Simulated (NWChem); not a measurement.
System: nitrous oxide (N$_{2}$O); SMILES [O-][N+]#N

Here is an NWChem input.

```
start job
memory heap 200 mb stack 900 mb global 1100 mb
geometry units angstroms noautosym nocenter noautoz
  N     -1.211038    -0.021966     0.019379
  N     -0.065419    -0.001185     0.001047
  O      1.121654     0.020344    -0.017948
end
basis spherical
  N library 6-31g*
  O library 6-31g*
end
dft
  xc m05-2x
  iterations 150
end
cosmo
  do_cosmo_smd true
  solvent water
end
task dft energy
```

Output (shortened):

```
             Northwest Computational Chemistry Package (NWChem) 7.3.0
             --------------------------------------------------------

                             Geometry "geometry" -> ""
                             -------------------------

 Output coordinates in angstroms (scale by  1.889725989 to convert to a.u.)

  No.       Tag          Charge          X              Y              Z
 ---- ---------------- ---------- -------------- -------------- --------------
    1 N                    7.0000    -1.21103800    -0.02196600     0.01937900
    2 N                    7.0000    -0.06541900    -0.00118500     0.00104700
    3 O                    8.0000     1.12165400     0.02034400    -0.01794800

 Effective nuclear repulsion energy (a.u.)      60.2837529421

                                 NWChem DFT Module
                                 -----------------

 Summary of "ao basis" -> "ao basis" (spherical)
 ------------------------------------------------------------------------------
       Tag                 Description            Shells   Functions and Types
 ---------------- ------------------------------  ------  ---------------------
 N                           6-31g*                  6       14   3s2p1d
 O                           6-31g*                  6       14   3s2p1d

 in cosmo_initialize ...
 calling solv_data for solv:h2o

 solvent parameters
 solvname_short: h2o
 solvname_long:  water
 dielec:       78.4000
 dielecinf:     1.7769
 aqueous SMD model solvent descriptors
 dielec:       78.4000
 sola:          0.8200

          ---------------
          -cosmo- solvent
          ---------------
 Cosmo: York-Karplus, doi: 10.1021/jp992097l
 dielectric constant -eps-     =  78.40
 screen = (eps-1)/(eps    )    =   0.98724
 surface charge correction     = lagrangian

   van der Waals surface
 --------------------------

[...]

                                COSMO-SMD solvation results
                                ---------------------------

             internal energy in gas <Psi(g)|H|Psi(g)> =      -184.622754803946
         internal energy in solvent <Psi(s)|H|Psi(s)> =      -184.622469613124
                               delta internal energy  =         0.000285190822 (    0.18 kcal/mol)
   total free energy in solvent <Psi(s)|H+V/2|Psi(s)> =      -184.625756380852
 polarization energy contribution <Psi(s)|V/2|Psi(s)> =        -0.003286767728 (   -2.06 kcal/mol)
    total free energy in solvent including G(SMD-CDS) =      -184.622214391971
                       G(SMD-CDS) energy contribution =         0.003541988881 (    2.22 kcal/mol)
     1 M fixed-concentration free energy of solvation =         0.000540411975 (    0.34 kcal/mol)

                       DFT Final Molecular Orbital Analysis
                       ------------------------------------

 Vector    9  Occ=2.000000D+00  E=-5.642897D-01
              MO Center= -1.3D+00, -2.3D-02,  2.0D-02, r^2= 1.1D+00
   Bfn.  Coefficient  Atom+Function         Bfn.  Coefficient  Atom+Function
  ----- ------------  ---------------      ----- ------------  ---------------
     6      0.484517  1 N  s                  3     -0.438815  1 N  px
     2      0.292452  1 N  s                 17      0.256314  2 N  px
     7     -0.213292  1 N  px                31     -0.172209  3 O  px
     1     -0.138385  1 N  s                 16     -0.126745  2 N  s
    20     -0.111633  2 N  s                 35     -0.107276  3 O  px

 Vector   10  Occ=2.000000D+00  E=-4.080213D-01
              MO Center=  1.3D-01,  2.3D-03, -2.0D-03, r^2= 1.8D+00
   Bfn.  Coefficient  Atom+Function         Bfn.  Coefficient  Atom+Function
  ----- ------------  ---------------      ----- ------------  ---------------
    33      0.370320  3 O  pz                32      0.348707  3 O  py
     5     -0.297709  1 N  pz                 4     -0.280334  1 N  py
    37      0.271874  3 O  pz                36      0.256007  3 O  py
     9     -0.197240  1 N  pz                 8     -0.185729  1 N  py
    19     -0.104601  2 N  pz                18     -0.098496  2 N  py

 Vector   11  Occ=2.000000D+00  E=-4.080194D-01
              MO Center=  1.3D-01,  2.3D-03, -2.0D-03, r^2= 1.8D+00
   Bfn.  Coefficient  Atom+Function         Bfn.  Coefficient  Atom+Function
  ----- ------------  ---------------      ----- ------------  ---------------
    32      0.370207  3 O  py                33     -0.348613  3 O  pz
     4     -0.297618  1 N  py                 5      0.280259  1 N  pz
    36      0.271788  3 O  py                37     -0.255936  3 O  pz
     8     -0.197179  1 N  py                 9      0.185678  1 N  pz
    18     -0.104568  2 N  py                19      0.098469  2 N  pz

 Vector   12  Occ=0.000000D+00  E= 3.572854D-02
              MO Center= -3.9D-01, -7.1D-03,  6.3D-03, r^2= 1.6D+00
   Bfn.  Coefficient  Atom+Function         Bfn.  Coefficient  Atom+Function
  ----- ------------  ---------------      ----- ------------  ---------------
    19     -0.389549  2 N  pz                23     -0.391278  2 N  pz
     9      0.385244  1 N  pz                18     -0.373923  2 N  py
    22     -0.375583  2 N  py                 8      0.369790  1 N  py
     5      0.328289  1 N  pz                 4      0.315120  1 N  py
    37      0.240288  3 O  pz                36      0.230649  3 O  py

[...]
```

Level: M05-2X/6-31G* (spherical d), SMD on the gas-phase geometry. All runs use the structure optimised with PBE-D3(BJ)/def2-SVP. Solvent: water.
